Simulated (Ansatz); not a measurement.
Fluorite SrCl2, treated with Hartree–Fock (Ansatz, an electronic-structure program, plane waves, PAW).

Numerical settings: plane-wave cutoff 460 eV, 6×6×6 k mesh, Fermi–Dirac smearing 0.01 eV, scalar-relativistic PAW data made under PBE.

Computed at the level's own relaxed cell.

**Question.** Give the computed volume per atom, band gap and equilibrium lattice constant a.

**Answer.** 
volume per atom: 31.37 Å³/atom
band gap: 13.02 eV (on the SCF k mesh)
equilibrium lattice constant a: 7.221 Å

Measured, for comparison: equilibrium volume per atom 28.27 Å³/atom, lattice constant a 6.974 Å (room temperature, no zero-point or thermal correction; as tabulated in Kanchana et al., Calculated structural, elastic and electronic properties of …). Computed (rounded) less measured: equilibrium volume per atom +11.0 %, lattice constant a +3.5 %.

Note: the cell is over a tenth larger than the published one (another phase or state, or a fault of the published cell, is possible).

Spin–orbit coupling is not included.

Static lattice: no zero-point or thermal effects.

Cost on a shared machine: around 17 core-minutes (rough).
